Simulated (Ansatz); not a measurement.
# Energy profile

The step: SiH₄O ([OH][SiH3]) + H₂S → SiH₄S ([SiH3][SH]) + H₂O; bonds formed: Si1–S7, O2–H6; bonds broken: Si1–O2, H6–S7 (atoms numbered as in the saddle structure below).

Si1  (-0.827, -0.148, 0.231)
O2  (0.890, 0.195, 0.823)
H3  (-1.126, -1.502, -0.285)
H4  (-1.662, 0.995, -0.207)
H5  (-1.224, -0.267, 1.685)
H6  (1.268, 0.536, -0.099)
S7  (0.542, 0.337, -1.822)
H8  (1.019, 0.724, 1.622)
H9  (1.120, -0.869, -1.948)
(Å)

Electronic energies by CCSD(T) at an estimated basis limit (MP2 extrapolated from triple and quadruple zeta, plus CCSD(T) − MP2 in triple zeta), on PBE0-D4/def2-TZVP structures; SiH6SO, singlet; no counterpoise correction. Computed with Ansatz 0.2.0 (basis: def2-TZVPP and def2-QZVPP); correlated methods freeze the cores. Extrapolation: Hartree–Fock as exp(−7.88 √X), correlation as X^−2.97.

Question: Give the profile in kcal/mol, counted from the separated reactants. (Judge from chemistry; the value comes from the calculation.)

Answer: Computed:
```tsv
point	kcal/mol
separated: SiH4O (linked as [OH][SiH3]; Si1, O2, H3, H4, H5, H8; singlet) + H2S (H6, S7, H9; singlet)	0.00
start structure	-2.43
saddle	31.10
end structure	3.46
separated: SiH4S (linked as [SiH3][SH]; Si1, H3, H4, H5, S7, H9; singlet) + H2O (O2, H6, H8; singlet)	6.55
```

T1 diagnostic: at most 0.012.

For scale, one of the runs: CCSD(T)/def2-TZVPP, 199 basis functions, launched by `ansatz run in.yaml --threads 2 --pin off --events-out ev --progress --plain --max-ram 4352MiB`. Hardware: 2 CPU threads of an Arm Neoverse V2, shared host. Wall time 54 s; peak host memory 2.3 GiB.
